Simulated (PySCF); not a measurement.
# From one method to the next for LiC (quartet)

What do other methods print for LiC (quartet)?

The runs use PySCF 2.14.0; method and basis as typed in the scripts.

1 further run of the same task is left out (it didn't finish).

## (1) The system as given

LiC (quartet): 2 atoms, charge 0, spin multiplicity 4.

Bond lengths: Li1–C2 1.995 Å.

## (2) The base run

input.py reads:

```python
from pyscf import gto, scf

mol = gto.M(
    atom='Li 0 0 0; C 0 0 1.995',
    basis='crenbl',
    ecp={'Li': 'crenbl', 'C': 'crenbl'},
    charge=0,
    spin=3,
    verbose=4,
)
mf = scf.UHF(mol)
mf.kernel()
mf.stability(internal=True, external=True)
mf.dip_moment()
print('orbital energies (hartree):', [e[max(0, n-3):n+3].round(4) for e, n in zip(mf.mo_energy, mol.nelec)])
```

Launch:

```console
> OMP_NUM_THREADS=1 python input.py
```

Its log is not repeated here.

In short: E(SCF) = -5.575341 Eh, 11 cycles, ⟨S²⟩ = 3.757, μ = 7.10 D, internal stable; real -> complex stable; UHF/UKS -> GHF/GKS stable.

The bond length is a typed value, not an optimised one. The quartet is typed in the script; nothing here shows that it is the ground state.

## (3) MP2

Run 1 changes step after the SCF: stability → mp2.

input.py reads:

```python
from pyscf import gto, scf, mp

mol = gto.M(
    atom='Li 0 0 0; C 0 0 1.995',
    basis='crenbl',
    ecp={'Li': 'crenbl', 'C': 'crenbl'},
    charge=0,
    spin=3,
    verbose=4,
)
mf = scf.UHF(mol)
mf.kernel()
mp.MP2(mf).kernel()
mf.dip_moment()
print('orbital energies (hartree):', [e[max(0, n-3):n+3].round(4) for e, n in zip(mf.mo_energy, mol.nelec)])
```

Launch:

```console
> OMP_NUM_THREADS=1 python input.py
```

## (4) TDA

Run 2 changes step after the SCF: stability → tda; number of roots: none → 4.

Edit input.py of step 2 so:

```diff
@@ -1,2 +1,2 @@
-from pyscf import gto, scf
+from pyscf import gto, scf, tdscf
 
@@ -12,3 +12,6 @@
 mf.kernel()
-mf.stability(internal=True, external=True)
+td = tdscf.TDA(mf)
+td.nstates = 4
+td.kernel()
+td.analyze(verbose=3)
 mf.dip_moment()
```

## (5) SCF alone

Run 3 changes step after the SCF: stability → none.

Edit input.py of step 2 so:

```diff
@@ -12,3 +12,2 @@
 mf.kernel()
-mf.stability(internal=True, external=True)
 mf.dip_moment()
```

## (6) X3lyp (UKS)

Run 4 changes functional: none (Hartree–Fock) → x3lyp; SCF type: UHF → UKS; step after the SCF: stability → analyze.

Edit input.py of step 2 so:

```diff
@@ -1,2 +1,2 @@
-from pyscf import gto, scf
+from pyscf import gto, dft
 
@@ -10,5 +10,5 @@
 )
-mf = scf.UHF(mol)
+mf = dft.UKS(mol, xc='x3lyp')
 mf.kernel()
-mf.stability(internal=True, external=True)
+mf.mulliken_pop()
 mf.dip_moment()
```

**Question.** What will these runs give? Wanted: for each run, E(SCF); from base; gap, α spin; SCF dipole; after the SCF.

**Answer**, as computed:

```
        run  E(SCF) (hartree)  from base (eV)  cycles  gap, α spin (eV)  SCF dipole (D)              after the SCF
       base         -5.575341               0      11              8.07            7.10                     stable
        MP2         -5.575341          0.0000      11              8.07            7.10  MP2 correlation -1.059 eV
        TDA         -5.575341          0.0000      11              8.07            7.10  lowest root found 3.75 eV
  SCF alone         -5.575341          0.0000      11              8.07            7.10                        n/a
x3lyp (UKS)         -5.685335  not comparable       8              3.19            6.55                        n/a
```

**Reading.** A lower total energy from another functional means nothing by itself.
